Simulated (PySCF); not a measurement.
# Working out the ionisation energy of C

C [He] 2s2 2p2 (3P) → C⁺ [He] 2s2 2p1 (2P). Computed with PySCF 2.14 in cc-pVDZ, with no relativity, point nucleus. Frozen: 1s2. Energies in hartree (1 hartree = 27.21139 eV):

```
            part   C (lower)  C⁺ (upper)
             UHF  -37.686544  -37.289528
CCSD correlation   -0.072906   -0.066711
             (T)   -0.000926   -0.000653
```

**Question.** What does Hartree-Fock give?

**Answer.** (-37.289528) − (-37.686544) = 0.397016 hartree = 10.803 eV.

**Question.** What do CCSD and CCSD(T) give?

**Answer.** The CCSD correlation energies differ by 0.006195 hartree = 0.169 eV and the triples by 0.000273 hartree = 0.007 eV, so CCSD gives 10.972 eV and CCSD(T) 10.979 eV.

Measured between the centres of the two terms (NIST): 11.262 eV, so CCSD(T) (valence) is off by -0.283 eV.

A double-zeta basis recovers only part of the correlation energy.

What remains against the reference includes basis incompleteness, the frozen core and higher excitations.
